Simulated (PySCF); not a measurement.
Why did this PySCF run fail?

```python
from pyscf import gto, scf, cc

mol = gto.M(
    atom='B 0 0 0; C 0 0 1.373',
    basis='cc-pvdz-dk',
    charge=0,
    spin=3,
    symmetry=True,
    verbose=3,
)
mf = scf.ROHF(mol)
mf = mf.sfx2c1e()
mf.max_cycle = 1
mf.kernel()
mycc = cc.CCSD(mf, frozen=2)
mycc.kernel()
mf.dip_moment()
print('orbital energies (hartree):', mf.mo_energy[..., max(0, mol.nelec[1]-3):mol.nelec[0]+3].round(4))
```

```bash
$ python input.py
```

The log, shortened:

```
SCF not converged.
SCF energy = -62.2925271103325

WARN: RCCSD method does not support ROHF method. ROHF object is converted to UHF object and UCCSD method is called.

E(UCCSD) = -62.4948093212054  E_corr = -0.2022822108728754
Dipole moment(X, Y, Z, Debye):  0.00000, -0.00000, -0.36322
orbital energies (hartree): [-7.6611 -1.0417 -0.3548 -0.1806 -0.1806 -0.1109  0.1417  0.1417  0.2538]
```

Question: Which setting is at fault, why, and what does a mended input give?

Answer: The cycle limit (1): the limit is below the number of cycles that the SCF needs. With this edit
```diff
- mf.max_cycle = 1
```
the run finishes: E(SCF) = -62.343050 Eh, E(CCSD) − E(SCF) = -0.15115 Eh, μz(SCF) = -2.41 D.

The bond length is a typed value, not an optimised one. No search for the lowest solution was made.
